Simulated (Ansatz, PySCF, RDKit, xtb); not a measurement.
**Which structure has the formula BSiNH2?**

Only the formula BSiNH2 is given. Aim: find the structure of lowest free energy at 600 K, then its properties.

Plan: many cheap relaxations first (GFN2-xTB), then density-functional screening, relaxation at PBE-D3(BJ)/def2-SVP, vibrations and a final energy. The numbers are computed, not measured.

4 further runs of the same task are left out: 4 set aside as unsound or not needed.

## Step 1: Drawing up candidates

All bonding patterns within simple valence rules are listed by program: one Lewis structure each, at most two rings and one unusual centre or charged pair. O–O, O–halogen and N–halogen bonds and N–N–N chains are not drawn. That gives 19 candidates.

c016 B[Si]#N; c181 [B+]=[SiH-]=N; c316 BN=[Si] (triplet); c357 N#[B-][SiH2+]; c360 B1=N[SiH2]1; c366 B#[N+][SiH2-]; c422 N=B[SiH]; c547 N=B[SiH] (triplet); c652 B1=[SiH]N1; c751 BN=[Si]; c773 NB=[Si]; c838 B=N[SiH] (triplet); c849 B=[Si]=N; c854 B1N=[SiH]1; c873 NB=[Si] (triplet); c877 B#[Si]N; c905 [BH+][SiH-]#N; c935 B=N[SiH]; c939 [BH-]1=[Si]=[NH+]1.

Candidates are built by distance geometry, with a force field where one applies, in up to four conformers (letters a to d). 16 starts with atoms placed at random are added, to find patterns that the rules miss.

Q: Predict the outcome of this search (final energies at CCSD(T)/def2-TZVPP).

| quantity | value |
| --- | --- |
| lowest structure found | BN=[Si], singlet, C2v |
| next finalist | B=N[SiH], singlet, 10.8 kcal/mol higher in G |
| share at equilibrium, among the finalists | 100.0 % |
| harmonic wavenumbers, lowest and highest (PBE-D3(BJ)/def2-SVP) | 205 and 2541 cm⁻¹ |
| rotational constants, same geometry | 7.489, 0.1884, 0.1838 cm⁻¹ |
| dipole moment (PBE0/def2-TZVPD) | 2.23 D |
| HOMO energy (PBE0/def2-TZVPD) | -7.28 eV |
| LUMO energy (PBE0/def2-TZVPD) | -2.50 eV |
| HOMO–LUMO gap (PBE0/def2-TZVPD) | 4.79 eV |
| lowest excitation (TD-CAM-B3LYP/def2-SVPD) | 3.35 eV (f = 0.000) |
| strongest of the states computed, same level | 6.43 eV (f = 0.620) |
| lowest triplet excitation, same level, Tamm-Dancoff | 3.09 eV |
| vertical ionisation energy | 9.36 eV |
| vertical electron affinity | 0.72 eV |
| vertical triplet less singlet | +2.88 eV |

The lowest structure found is `BN=[Si]`. The margin of 10.8 kcal/mol over the next finalist is beyond the usual error of the last level; it says nothing of structures that weren't ranked. GFN2-xTB, HF/STO-3G, r2SCAN-D4/def2-SVP, PBE-D3(BJ)/def2-SVP, HF/def2-TZVPP and MP2/def2-TZVPP already put its bonding pattern lowest among the structures in one piece. The search is not exhaustive (a finite list of starts, one conformer a finalist), so a lower isomer can't be ruled out. The lowest isomer need not be the one that is made and kept in a bottle, which depends on barriers.
